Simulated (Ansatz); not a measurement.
Born–Oppenheimer molecular dynamics of CH$_{5}$BO (8 atoms, charge 0, multiplicity 1). It starts at the highest image of a converged band. Of that band: The profile has 2 maxima (images 1, 4) with wells between them (image 2): this band takes more than one step, which may be the mechanism or a detour left from its start path. Neighbouring images differ by up to 3.9 eV, so the band resolves the path poorly. A vibrational analysis at the climbing image gives one clearly imaginary mode, 1284i cm⁻¹: a first-order saddle point.

Computed with Ansatz, RKS PBE-D4/def2-SVP.

```
ensemble                      : NVE (velocity Verlet)
time step                     : 0.5 fs
steps asked                   : 200
starting velocities drawn for : 100 K
seed                          : 11509
```

First frame:

```xyz
8
Properties=species:S:1:pos:R:3
B 0.164 -0.424 -0.375
C 0.964 -0.015 1.502
H 0.250 -0.622 2.090
H 2.009 -0.199 1.818
H 0.720 1.064 1.522
H 1.293 -0.568 0.132
O -1.078 0.011 -0.108
H -1.645 -0.095 -0.893
```

Question: What does the run give?

Answer: All steps were run.

| Item | Value |
| --- | --- |
| steps done | 200 |
| time covered | 100 fs |
| mean temperature over the second half | 1534 K |
| spread of the potential energy over the second half | 5.1 meV per atom |
| mean potential energy of the second half above the start | -139.0 meV per atom |

The conserved energy stayed within 0.3 meV per atom of its start (net change -0.028 meV per atom), so the integration is sound. The kinetic energy rose, since the run started high on the potential surface and went downhill. It ends in pieces (BHO + CH4), so much of that is their flight and rotation, not heat. A run of 0.1 ps of so small a system gives no equilibrium averages. The orbitals stay closed-shell, which can raise the energy where a bond breaks towards radicals; this wasn't checked here.

Question: What happens to the structure?

Answer: Between its relaxed ends the band would form C2–H6 and break B1–C2, B1–H6. These pairs go: C2–H6 1.51 → 1.12 Å, B1–C2 2.08 → 5.71 Å, B1–H6 1.25 → 5.83 Å. In the last frame they stand as after the step (other bonds may differ from the relaxed reactants and products). It ends as BHO + CH4. Pairs count as bonded within 1.25 times the sum of covalent radii (0.12 Å more for H–H). This is one draw of velocities; another would differ in detail.

Question: How do temperature and energy run in time?

Answer: 
```tsv
time (fs)	T (K)	potential energy less start (eV)	conserved less start (meV/atom)
0	100	0.000	0.00
5	81	0.015	0.01
10	67	0.026	0.04
15	93	0.006	0.08
20	363	-0.204	0.03
25	567	-0.362	0.04
30	844	-0.576	0.11
35	1242	-0.888	-0.23
40	1450	-1.048	-0.14
45	1582	-1.150	-0.14
50	1610	-1.174	-0.28
55	1531	-1.110	0.05
60	1519	-1.100	0.04
65	1453	-1.048	0.10
70	1510	-1.092	0.17
75	1475	-1.066	0.05
80	1513	-1.096	-0.04
85	1508	-1.092	0.01
90	1503	-1.088	-0.08
95	1499	-1.085	0.02
100	1494	-1.081	-0.03
```

Time of the run: 4.2 min on 1 thread of Arm Neoverse V1 (shared host), peak memory 0.1 GiB.
